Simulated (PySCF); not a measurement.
HPS.
Z-matrix (Å and degrees, PBE0-D3(BJ)/def2-SVP geometry), rows numbered from 1:
```
P 
S   1  1.9342
H   1  1.4536  2  102.41
```

Theory: PBE0-D3(BJ)/def2-SVP geometry optimisation, gas phase (PySCF).

Take the most abundant isotopes and a rigid rotor. 

What are A, B and C (MHz)?

Ia = 1.94, Ib = 60.58, Ic = 62.52 u·Å²; 505379 MHz·u·Å²/I gives A = 260204, B = 8343, C = 8084 MHz.

What kind of rotor is it?

A near-prolate asymmetric top; Ray's κ = -0.998.

Give the coordinates in the principal-axis frame, origin at the centre of mass.

The sense of each axis is arbitrary; atoms in the order of the calculation.
```json
{"atom": "P1", "mass (u)": "30.974", "a (Å)": "-0.961", "b (Å)": "0.052", "c (Å)": "0.000"}
{"atom": "S2", "mass (u)": "31.972", "a (Å)": "0.972", "b (Å)": "-0.008", "c (Å)": "0.000"}
{"atom": "H3", "mass (u)": "1.008", "a (Å)": "-1.317", "b (Å)": "-1.357", "c (Å)": "0.000"}
```

List the rotational levels J(Ka,Kc) to J = 4 (K).

Above 0(0,0), as E/k:
J = 1: 1(0,1) 0.788, 1(1,1) 12.876, 1(1,0) 12.888
J = 2: 2(0,2) 2.365, 2(1,2) 14.440, 2(1,1) 14.477, 2(2,1) 50.740, 2(2,0) 50.740
J = 3: 3(0,3) 4.730, 3(1,3) 16.786, 3(1,2) 16.861, 3(2,2) 53.105, 3(2,1) 53.105, 3(3,1) 113.573, 3(3,0) 113.573
J = 4: 4(0,4) 7.883, 4(1,4) 19.915, 4(1,3) 20.039, 4(2,3) 56.258, 4(2,2) 56.258, 4(3,2) 116.726, 4(3,1) 116.726, 4(4,1) 201.382, 4(4,0) 201.382

Predict some low-J microwave lines.

The dipole components are |μa| = 1.27 D, |μb| = 0.60 D, |μc| = 0.00 D; the mirror of this Cs structure is the ab plane, so μc vanishes by symmetry and there are no c-type lines. Intensities carry the squares of the components, which stand as 1.00 : 0.23 (a : b). Some lines, for components of 0.1 D or more:

| type | branch | J(Ka,Kc) | MHz | lower level (cm⁻¹) |
| --- | --- | --- | --- | --- |
| a | Q | 2(1,1) ← 2(1,2) | 778 | 10.036 |
| a | R | 1(0,1) ← 0(0,0) | 16426 | 0.000 |
| a | R | 2(1,2) ← 1(1,1) | 32593 | 8.949 |
| a | R | 2(0,2) ← 1(0,1) | 32852 | 0.548 |
| a | R | 2(1,1) ← 1(1,0) | 33112 | 8.958 |
| b | Q | 1(1,0) ← 1(0,1) | 252121 | 0.548 |
| b | Q | 2(1,1) ← 2(0,2) | 252380 | 1.644 |
| b | R | 1(1,1) ← 0(0,0) | 268288 | 0.000 |
| b | R | 2(1,2) ← 1(0,1) | 284455 | 0.548 |
| b | Q | 2(2,0) ← 2(1,1) | 755586 | 10.062 |
| b | Q | 2(2,1) ← 2(1,2) | 756363 | 10.036 |
| b | R | 2(2,1) ← 1(1,0) | 788697 | 8.958 |
| b | R | 2(2,0) ← 1(1,1) | 788956 | 8.949 |

Estimate the classical rotational partition function at 100 K and 500 K.

Point group Cs, symmetry number σ = 1; q = (√π/σ)·√((kT/h)³/(ABC)), k/h = 20836.6 MHz/K: 1270 at 100 K, 14200 at 500 K.

No PBE0-D3(BJ)/def2-SVP frequencies stand behind this structure, so it isn't proved a minimum. Constants of a rigid frame at the computed geometry: no zero-point averaging, no centrifugal distortion.
